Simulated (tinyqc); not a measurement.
Worked calculation: coupled-perturbed Hartree-Fock on RHF in the sto-6g basis, for H2F+, spin multiplicity 1. One step of it, computed by the program tinyqc.

Problem. Coupled step 2. U_ai = -(mu_ai + sum_bj [4 (ai|bj) - (ab|ij) - (aj|bi)] U_bj) / (e_a - e_i); alpha = -4 sum U_ai mu_ai.

U after step 1, order a6, a7:
$$\begin{pmatrix}
0.000349 & 0.028543 & 0.000000 & -0.432607 & 0.000000 \\
0.000000 & 0.000000 & -0.405397 & 0.000000 & 0.000000
\end{pmatrix}$$

dipole integrals <a|z|i> (bohr), order a6, a7:
$$\begin{pmatrix}
-0.029056 & 0.055571 & 0.000000 & 0.442214 & 0.000000 \\
0.000000 & 0.000000 & 0.570376 & 0.000000 & 0.000000
\end{pmatrix}$$

orbital energies (hartree): MO1 -26.946359, MO2 -2.045398, MO3 -1.159100, MO4 -1.069255, MO5 -1.035881, MO6 -0.046293, MO7 0.086725

Two-electron integrals over orbitals (pq|rs), unique and non-zero (hartree):
```
(11|11) 5.381490    (21|11) -0.517787   (21|21) 0.080762    (22|11) 1.225092
(22|21) -0.021021   (22|22) 0.864881    (31|31) 0.018093    (32|31) 0.025972
(32|32) 0.156763    (33|11) 0.991095    (33|21) -0.007838   (33|22) 0.760001
(33|33) 0.734817    (41|11) 0.136866    (41|21) -0.018535   (41|22) 0.013966
(41|33) 0.004666    (41|41) 0.028882    (42|11) -0.101614   (42|21) 0.008545
(42|22) -0.000794   (42|33) -0.007901   (42|41) 0.029107    (42|42) 0.159225
(43|31) -0.003870   (43|32) 0.005713    (43|43) 0.049449    (44|11) 1.147436
(44|21) -0.013760   (44|22) 0.811686    (44|33) 0.709517    (44|41) -0.010710
(44|42) -0.088779   (44|44) 0.875825    (51|51) 0.030377    (52|51) 0.039098
(52|52) 0.182664    (53|53) 0.038377    (54|51) -0.009603   (54|52) -0.034878
(54|54) 0.053742    (55|11) 1.265981    (55|21) -0.013535   (55|22) 0.884327
(55|33) 0.747577    (55|41) 0.003414    (55|42) -0.053539   (55|44) 0.828046
(55|55) 0.998085    (61|11) 0.213469    (61|21) -0.035265   (61|22) 0.004252
(61|33) 0.001889    (61|41) -0.005225   (61|42) -0.019900   (61|44) 0.013029
(61|55) 0.005229    (61|61) 0.022618    (62|11) -0.291327   (62|21) 0.007898
(62|22) -0.146131   (62|33) -0.091871   (62|41) -0.018231   (62|42) -0.043865
(62|44) -0.097229   (62|55) -0.148342   (62|61) 0.005347    (62|62) 0.077597
(63|31) -0.004194   (63|32) 0.021684    (63|43) 0.017537    (63|63) 0.064747
(64|11) -0.280297   (64|21) 0.003271    (64|22) -0.149014   (64|33) -0.090184
(64|41) -0.004789   (64|42) 0.016497    (64|44) -0.156190   (64|55) -0.155195
(64|61) 0.000854    (64|62) 0.060641    (64|64) 0.081283    (65|51) -0.013183
(65|52) -0.050696   (65|54) -0.008816   (65|65) 0.025681    (66|11) 0.706454
(66|21) -0.005839   (66|22) 0.576018    (66|33) 0.554641    (66|41) 0.015954
(66|42) 0.066913    (66|44) 0.540414    (66|55) 0.550108    (66|61) -0.005362
(66|62) -0.057683   (66|64) -0.029315   (66|66) 0.547734    (71|31) -0.017233
(71|32) -0.023748   (71|43) 0.003797    (71|63) 0.003735    (71|71) 0.016428
(72|31) -0.017431   (72|32) -0.065722   (72|43) 0.023865    (72|63) 0.026337
(72|71) 0.016032    (72|72) 0.055136    (73|11) -0.423621   (73|21) 0.008028
(73|22) -0.207969   (73|33) -0.164208   (73|41) 0.001319    (73|42) 0.060395
(73|44) -0.195470   (73|55) -0.230239   (73|61) -0.004996   (73|62) 0.068701
(73|64) 0.091170    (73|66) -0.019186   (73|73) 0.161319    (74|31) 0.007633
(74|32) 0.057202    (74|43) -0.006055   (74|63) 0.043036    (74|71) -0.007227
(74|72) -0.010647   (74|74) 0.051029    (75|53) -0.025329   (75|75) 0.019252
(76|31) 0.009442    (76|32) 0.090160    (76|43) 0.049351    (76|63) 0.079731
(76|71) -0.008773   (76|72) 0.007337    (76|74) 0.063341    (76|76) 0.158874
(77|11) 0.780544    (77|21) -0.007008   (77|22) 0.606508    (77|33) 0.608073
(77|41) 0.003301    (77|42) 0.010312    (77|44) 0.582166    (77|55) 0.591798
(77|61) 0.001928    (77|62) -0.044634   (77|64) -0.028874   (77|66) 0.539848
(77|73) -0.062351   (77|77) 0.573983
```

Give: U after step 2; polarisability.

Solution.

U after step 2, order a6, a7:
$$\begin{pmatrix}
0.000 & 0.034 & 0.000 & -0.453 & 0.000 \\
0.000 & 0.000 & -0.407 & 0.000 & 0.000
\end{pmatrix}$$

polarisability = 1.723 bohr^3
